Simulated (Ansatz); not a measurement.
**H4Si: molecular dynamics**

The plan is to follow the molecule's vibrations and see whether its bonds hold. The start is relaxed first. Runs: 300 steps of 0.5 fs under a Nosé-Hoover thermostat at 500 K. SMILES of the start: [SiH4].

All numbers below are computed with Ansatz 0.2.0 (RKS CAM-B3LYP-D4/def2-TZVP).

**1. The structure to begin with**

Bond lengths: Si1–H2 1.460 Å, Si1–H3 1.460 Å, Si1–H4 1.459 Å, Si1–H5 1.459 Å. Angles: H2–Si1–H3 109.5°, H2–Si1–H4 109.5°, H2–Si1–H5 109.5°, H3–Si1–H4 109.5°, H3–Si1–H5 109.5°, H4–Si1–H5 109.5°.

As a file:

```xyz
5

Si    0.0000    0.0000    0.0000
H     0.0000    0.0000    1.4600
H     1.3768    0.0000   -0.4862
H    -0.6877    1.1914   -0.4862
H    -0.6877   -1.1914   -0.4862
```

**2. Relaxing the start**

The input, input.yaml:

```yaml
crystal:
  periodic: [false, false, false]
  atoms:
    - { symbol: Si, position_ang: [0.0, 0.0, 0.0] }
    - { symbol: H, position_ang: [0.0, 0.0, 1.46] }
    - { symbol: H, position_ang: [1.3768, 0.0, -0.4862] }
    - { symbol: H, position_ang: [-0.6877, 1.1914, -0.4862] }
    - { symbol: H, position_ang: [-0.6877, -1.1914, -0.4862] }
basis:
  gaussian: { orbitals: def2-TZVP }
hamiltonian:
  xc: cam_b3lyp
  dispersion: d4
relax:
  f_tol: 0.02
  max_steps: 40
output:
  orbitals: {}
```

The run is started by

```
ansatz run input.yaml --threads 1 --pin off --max-ram 2048MiB --backend cpu --events-out ev --progress --plain --runs-dir out
```

The runs that follow: Dynamics.

What does the calculation give? Wanted: relaxation of the start; temperature, first and last step; temperature, second half; potential energy, second half; largest change of the conserved energy; bonds formed or broken.

The runs gave:

```
                              quantity                         value
               relaxation of the start       2 moves, 0.013 eV lower
                                length           300 steps of 0.5 fs
      temperature, first and last step                 500 and 431 K
              temperature, second half  mean 352 K, from 84 to 551 K
         potential energy, second half   +28 meV/atom from the start
largest change of the conserved energy                 0.26 meV/atom
                bonds formed or broken                             0
```

In words: Against a set 500 K the second half averages 352 K with a spread of 117 K; 28 meV/atom has gone into potential energy, and a thermostat that acts over some 100 fs has not made it up in 150 fs. The conserved energy strays from its start by at most 0.26 meV/atom, 1.1 % of the mean kinetic energy, which is good for a step of 0.5 fs. No bond forms or breaks. Averages from a run of 150 fs with 5 atoms are rough. The nuclei move classically, without zero-point motion, which matters most for hydrogen.
